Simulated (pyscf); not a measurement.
H₂N–Mg–OH + H₃Si–NH–SiH₃ → H₂N–Mg–N(SiH₃)–SiH₃ + water (H₂O) (four-centre exchange; singlet surface; Mg–O, H–N broken, Mg–N, H–O formed). Structures and frequencies: ωB97X-D3(BJ)/def2-SVP in PySCF. Energies in kcal/mol from the separated reactants.

| level | barrier | reaction energy |
|---|---|---|
| ωB97X-D3(BJ)/def2-TZVP | -13.1 | +3.3 |
| r²SCAN/def2-TZVP | -12.1 | +6.2 |
| B3LYP-D3(BJ)/def2-TZVP | -10.9 | +6.1 |
| PBE0-D3(BJ)/def2-TZVP | -12.8 | +4.7 |
| M06-2X/def2-TZVP | -11.1 | +6.5 |
| HF/def2-TZVP | 4.7 | +9.0 |

On the reactant side the descent ends in an adduct with a Mg–N contact, 23.6 kcal/mol under the separated species and 10.4 kcal/mol under the saddle at ωB97X-D3(BJ)/def2-TZVP. On the product side the descent ends in an adduct with a Mg–O contact (not fully relaxed), 23.8 kcal/mol under the separated species and 7.4 kcal/mol under the saddle at ωB97X-D3(BJ)/def2-TZVP. At ωB97X-D3(BJ)/def2-TZVP, r²SCAN, B3LYP-D3(BJ), PBE0-D3(BJ), M06-2X the saddle lies under the separated reactants, which points to a path from their complex (located at ωB97X-D3(BJ) alone). At ωB97X-D3(BJ)/def2-TZVP, r²SCAN, B3LYP-D3(BJ), PBE0-D3(BJ), M06-2X, HF the saddle lies under the separated products, which points to a path from their complex (located at ωB97X-D3(BJ) alone), and parting the products costs more than the saddle. What is counted as formed (Mg–N) is already present as a longer contact in the reactant adduct; forming that adduct is a step of its own. What is counted as broken (Mg–O) persists as a longer contact in the product adduct; parting that adduct is a step of its own. This is the saddle that the search found; another between the same sides may lie lower.
